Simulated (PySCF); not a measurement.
Isomers of C3H4. Isolated molecules, 0 K electronic values unless said otherwise. Strings in code marks are SMILES.

The HOMO from two functionals at the same geometries (r2SCAN-D4/def2-TZVP), both in PySCF: PBE-D3(BJ)/def2-TZVP and r2SCAN-D4/def2-TZVP. 

```
species   PBE-D3(BJ)/def2-TZVP (eV)
--------  -------------------------
`C#CC`                        -6.47
`C1=CC1`                      -6.09
`C=C=C`                       -6.55
```

Task: What does r2SCAN-D4/def2-TZVP give for each?

Result: 
- `C#CC`: -6.69
- `C1=CC1`: -6.25
- `C=C=C`: -6.76
Over these rows, drawn at random from the members with no instability flagged (it was tested for open shells, ions and some series alone), PBE minus r2SCAN-D4: mean +0.20 eV, from +0.16 eV to +0.22 eV.
